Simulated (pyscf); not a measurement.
Thermochemistry of product channels of H₃C–Al [singlet] + H₂O on the singlet surface, in kcal/mol, from CCSD(T)/def2-TZVPP + ΔMP2(QZVPP) energies (ideal gas, 1 atm, RRHO with modes under 100 cm⁻¹ raised to 100, one conformer, R ln 2 for rigid chiral ones). Structures and frequencies: ωB97X-D3(BJ)/def2-SVP in PySCF. Correlated levels are frozen-core, on RHF or UHF. ΔMP2 is the change of the MP2 total energy from the triple- to the quadruple-zeta basis.

```csv
products,ΔE,ΔH(298 K),ΔG(298 K),ΔG(900 K)
HO–Al [singlet] + CH₄,?,-44.7,-43.6,-41.0
H₃C–AlH–OH,?,-59.2,-49.9,-32.0
```

Q: Fill in the missing entries.

A: 
- HO–Al [singlet] + CH₄, ΔE: -46.0
- H₃C–AlH–OH, ΔE: -58.7

These are energies of the channels, which say nothing of barriers. The CCSD(T) − MP2 part came from Ansatz, without density fitting, on the same reference.
